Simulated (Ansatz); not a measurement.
## Sr₂Cl₃: from a trial structure to a relaxed crystal

Method: DFT PBE, scalar-relativistic, plane waves, PAW in Ansatz 0.2.0. Cutoff 420 eV, Γ-centred k mesh, Gaussian smearing, no spin polarisation in the final step.

The start is a random cell of Sr₂Cl₃ with space group R-3m (No. 166), drawn with lower limits on the distances.

```yaml
crystal:
  lattice:
    - [3.10526, 1.79282, 5.48644]
    - [-3.10526, 1.79282, 5.48644]
    - [0.00000, -3.58564, 5.48644]
  atoms:
    - { symbol: Sr, position: [0.12500, 0.12500, 0.12500] }
    - { symbol: Sr, position: [0.87500, 0.87500, 0.87500] }
    - { symbol: Cl, position: [0.50000, 0.00000, 0.00000] }
    - { symbol: Cl, position: [0.00000, 0.50000, 0.00000] }
    - { symbol: Cl, position: [0.00000, 0.00000, 0.50000] }
```

Steps on the 3×3×3 mesh (5 atoms). 12 of 21 steps are shown, and the free energy counts from the last. Trial steps that were taken back and renewals of the plane-wave basis can be among the rows.

```tsv
step	ΔF (meV/atom)	V (Å³/atom)	P (GPa)	largest force component (eV/Å)
1	6465.4	36.65	67.52	21.687
3	2313.3	41.11	30.05	11.626
5	802.9	46.68	8.34	0.871
6	575.4	51.71	5.74	0.454
8	241.6	63.58	2.66	0.006
10	119.6	77.86	0.16	0.143
12	108.1	80.50	0.04	0.026
14	22.1	85.92	0.37	0.021
16	3.5	91.47	-0.05	0.004
17	6.8	89.02	-0.19	0.292
19	1.2	89.23	-0.01	0.013
21	0.0	88.18	-0.04	0.024
```

A final relaxation ran on a 6×6×6 mesh. The relaxed crystal, R-3m (No. 166):

Space group R-3m:H (No. 166). a = 9.270 Å, b = 9.270 Å, c = 17.754 Å, α = 90.00°, β = 90.00°, γ = 120.00°
| atom | site | symmetry | x | y | z |
| --- | --- | --- | --- | --- | --- |
| Sr | 6c | 3m | 0.3333 | 0.6667 | 0.7923 |
| Cl | 9d | .2/m | 0.3333 | 0.1667 | 0.1667 |

- Volume per atom: 88.08 Å³
- Density: 1.06 g/cm³
- Energy over the elements: -1.89 eV/atom
- Gap on the 6×6×6 mesh: 0 eV (a metal)

The zero of energy is the elements' standard structures at the same level (Cl₂ as a molecule); no fitted shifts are applied.

The final run used a 6×6×6 mesh on its 5-atom cell and 0.10 eV smearing. The k mesh leaves about 4 meV/atom of noise in metals.

Symmetry constrained the relaxation, so the result can be a saddle point.

Cost: 2 runs of about 1.4 core-minutes in all, on Intel Xeon 6975P-C (Granite Rapids) (shared hosts).